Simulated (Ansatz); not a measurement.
# Rutile TiO2

Level of theory: PBE-D3(BJ) (PAW; Ansatz, an electronic-structure program).

Settings: plane-wave cutoff 500 eV, 8×8×10 k mesh (along the axes of the cell as run), gaussian smearing 0.02 eV, no spin polarisation, scalar-relativistic PAW data made under PBE.

Cell: relaxed at this level.

equilibrium volume per atom: 10.46 Å³/atom
lattice parameter a: 4.608 Å
c axis length: 2.954 Å
band gap: 1.87 eV (on the SCF k mesh)

Measured, for comparison: lattice constant a 4.587 Å, lattice parameter c 2.954 Å (15 K, zero-point motion not removed; as tabulated in Burdett, Hughbanks, Miller, Richardson, Smith, powder neutron diffraction …). Computed (rounded) less measured: lattice constant a +0.5 %, lattice parameter c 0.0 %.

Static lattice: no zero-point or thermal effects.

The result took about 60 core-seconds (a rough figure).
